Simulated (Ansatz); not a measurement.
Geometry optimisation, RKS r2SCAN-D4/6-31G* in Ansatz.

The input (input.yaml):

```yaml
crystal:
  periodic: [false, false, false]
  atoms:
    - { symbol: B, position_ang: [0.066095, -0.188653, -0.133093] }
    - { symbol: H, position_ang: [-0.002196, -0.673984, 0.95661] }
    - { symbol: "N", position_ang: [1.2829, -0.210121, -0.814246] }
    - { symbol: H, position_ang: [2.112395, -0.665453, -0.449855] }
    - { symbol: H, position_ang: [1.421333, 0.207191, -1.727495] }
    - { symbol: H, position_ang: [-0.900904, 0.293013, -0.654996] }
    - { symbol: P, position_ang: [-0.105979, 2.570454, 1.310224] }
    - { symbol: H, position_ang: [0.95865, 2.781533, 2.237966] }
    - { symbol: H, position_ang: [0.759642, 2.686256, 0.188563] }
    - { symbol: H, position_ang: [0.032763, 1.153865, 1.355923] }
basis:
  gaussian: { orbitals: "6-31G*" }
hamiltonian:
  xc: r2scan
  dispersion: d4
relax:
  f_tol: 0.03
  max_steps: 50
```

Launched with:

```bash
$ ansatz run input.yaml --threads 1 --pin off --max-ram 2048MiB --backend cpu --events-out ev --progress --plain --runs-dir out
```

Problem. Where does it end, and by what steps?

Solution. The forces met the threshold. The force dipped under the threshold on the way, but the program's further checks kept it going. After 19 steps the energy has fallen by 0.183 eV; H10 moved furthest, 1.00 Å.

```csv
step,energy less start (eV),largest force component (eV/Å),accepted
0,0.0000,0.373,yes
1,-0.1136,0.140,yes
2,-0.1582,0.161,yes
3,-0.1731,0.155,yes
4,-0.0342,1.693,no
5,-0.1763,0.024,yes
6,-0.1772,0.054,yes
7,-0.1778,0.063,yes
8,-0.1785,0.110,yes
9,-0.1791,0.083,yes
10,-0.1797,0.052,yes
11,-0.1797,0.142,yes
12,-0.1807,0.068,yes
13,-0.1812,0.009,yes
14,-0.1812,0.151,no
15,-0.1818,0.032,yes
16,-0.1817,0.114,no
17,-0.1816,0.072,no
18,-0.1820,0.022,yes
19,-0.1825,0.015,yes
```

```xyz
10
Properties=species:S:1:pos:R:3
B 0.134 -0.402 -0.281
H 0.121 -0.946 0.789
N 1.327 -0.362 -0.999
H 2.190 -0.769 -0.665
H 1.413 0.071 -1.909
H -0.844 0.104 -0.756
P -0.011 3.038 1.437
H 1.067 3.002 2.369
H 0.760 2.430 0.406
H -0.532 1.788 1.877
```

Run time: 60 s on 1 thread of Arm Neoverse V2 (shared host), peak memory 0.14 GiB.
